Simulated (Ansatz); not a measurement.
# CHB (singlet): wave-function methods side by side at distance B1–C2 = 2.993 Å, 6-31G

Aim: climb from Hartree-Fock through coupled cluster and multireference methods for CHB (singlet) at one geometry and basis, and see what each rung misses.

Program: Ansatz 0.2.0, Gaussian basis. Level of theory: 6-31G, core rule «outside noble gas», up to 2 orbitals frozen. These are calculated values, not measurements.

The runs, in order: UHF; CCSD(T) on RHF; CCSD(T) on UHF; BCCD(T) on RHF; CISD; CCSDT(Q) on RHF; CCSDT(Q) on UHF; CCSDTQ on RHF; CCSDTQ on UHF; CASSCF and MRCISD+Q, 2 electrons in 2 orbitals; CASSCF and NEVPT2, 2 electrons in 2 orbitals; CASSCF and MRCISD+Q, 8 electrons in 9 orbitals; CASSCF and NEVPT2, 8 electrons in 9 orbitals; Full CI.

20 further runs of the same task are left out: 17 that didn't finish, 3 set aside as unsound or not needed.

## Step 1: What is computed

The geometry derives from a PBE0/def2-TZVP stationary point (not a proven minimum). One bond is set to the value named and the two fragments are kept rigid.

3 atoms, charge 0, spin multiplicity 1.

Atoms are counted from 1 here; the program's logs count them from 0.

Bond lengths: C2–H3 1.083 Å.

## Step 2: UHF

Input file in.yaml:

```yaml
crystal:
  periodic: [false, false, false]
  atoms:
    - {symbol: B, position_ang: [0.000000, 0.077350, 2.260280]}
    - {symbol: C, position_ang: [0.000000, -0.367128, -0.699532]}
    - {symbol: H, position_ang: [0.000000, 0.289778, -1.560749]}
basis:
  gaussian: {orbitals: 6-31G}
magnetization: {spin_polarized: true, initial_magnetization: 0}
hamiltonian: {xc: hf}
output: {orbitals: {seedname: orbitals}}
```

Started as:

```bash
> ansatz run in.yaml --threads 1 --pin off --events-out ev --progress --plain --max-ram 2393MiB
```

After this run come: CCSD(T) on RHF; CCSD(T) on UHF; BCCD(T) on RHF; CISD; CCSDT(Q) on RHF; CCSDT(Q) on UHF; CCSDTQ on RHF; CCSDTQ on UHF; CASSCF and MRCISD+Q, 2 electrons in 2 orbitals; CASSCF and NEVPT2, 2 electrons in 2 orbitals; CASSCF and MRCISD+Q, 8 electrons in 9 orbitals; CASSCF and NEVPT2, 8 electrons in 9 orbitals; Full CI.

Q: Predict the results of all the runs planned. Wanted: FCI below the RHF energy; RMP2 from FCI; RCCSD from FCI; RCCSD(T) from FCI; RCCSDT(Q) from FCI; NEVPT2 pair from FCI; T1 diagnostic; effectively unpaired electrons.

As calculated:

```
                         quantity                                          value
         FCI below the RHF energy                                     -5.4174 eV
                    RMP2 from FCI                                +46.37 kcal/mol
                   RCCSD from FCI                                 +6.74 kcal/mol
                RCCSD(T) from FCI                                 +0.26 kcal/mol
               RCCSDT(Q) from FCI                                 -0.31 kcal/mol
             NEVPT2 pair from FCI                                +26.12 kcal/mol
levels within 1 kcal/mol (43 meV)  RCCSD(T), BCCD(T), RCCSDT, RCCSDT(Q), RCCSDTQ
                    T1 diagnostic                                          0.084
   effectively unpaired electrons                                           1.49
```

RCCSD(T) lands +0.26 kcal/mol from the yardstick (0.2 % of the correlation energy). RCCSDT(Q) falls below full CI, which methods that aren't variational can do. The occupations show strong static correlation (1.5 unpaired electrons where one determinant has 0). Coupled cluster on one determinant still stays close here. Coupled cluster took another determinant than the lowest Hartree-Fock one. These misses are within one basis, not against nature.
